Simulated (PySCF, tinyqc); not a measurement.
Worked calculation: RHF in the sto-6g basis, for BH, spin multiplicity 1. This run ends on a higher stationary point, not on the lowest solution. The lowest restricted solution is unstable here: a spin-polarised one lies 0.0148 hartree lower (PySCF). One step of it, computed by the program tinyqc.

Problem. Orthogonalisation. S = U s U^T; symmetric (Loewdin) form X = U s^(-1/2) U^T, so that X^T S X = 1.

overlap S, lower triangle:
```
           1B 1s     1B 2s    1B 2px    1B 2py    1B 2pz     2H 1s
1B 1s   1.000000
1B 2s   0.264891  1.000000
1B 2px  0.000000  0.000000  1.000000
1B 2py  0.000000  0.000000  0.000000  1.000000
1B 2pz  0.000000  0.000000  0.000000  0.000000  1.000000
2H 1s   0.082469  0.517598  0.000000  0.000000  0.513306  1.000000
```

Give: eigenvalues of S; X.

Solution.

eigenvalues of S: 0.2626  0.7985  1.0000  1.0000  1.1598  1.7791

X, lower triangle:
```
          1B 1s    1B 2s  1B 2px  1B 2py   1B 2pz   2H 1s
1B 1s    1.0291
1B 2s   -0.1520   1.2069
1B 2px   0.0000   0.0000  1.0000
1B 2py   0.0000   0.0000  0.0000  1.0000
1B 2pz  -0.0129   0.1742  0.0000  0.0000   1.1695
2H 1s    0.0241  -0.4198  0.0000  0.0000  -0.4097  1.3431
```
